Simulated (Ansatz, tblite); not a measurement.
Bond stretch in H2, singlet.

Methods: GFN2-xTB, 300 K electronic temperature (tblite); FCI = full CI/aug-cc-pVDZ, frozen core run with Ansatz (a first-principles code).

Energies relative to the lowest point of each curve near equilibrium, in kJ/mol:

| R / Å | GFN2-xTB |
|---|---|
| 0.64 | 33.2 |
| 0.70 | 8.9 |
| 0.73 | 3.0 |
| 0.75 | 0.9 |
| 0.82 | 2.1 |
| 0.86 | 7.4 |
| 0.93 | 22.3 |
| 1.01 | 45.6 |
| 1.13 | 86.5 |
| 1.50 | 215.3 |
| 1.66 | 264.8 |
| 2.24 | 400.4 |

### Question
What does FCI give at the same points?

### Answer
0.64: 32.6; 0.70: 7.1; 0.73: 1.6; 0.75: 0.0; 0.82: 4.9; 0.86: 13.1; 0.93: 34.1; 1.01: 64.4; 1.13: 115.7; 1.50: 264.6; 1.66: 313.4; 2.24: 407.6 (kJ/mol).
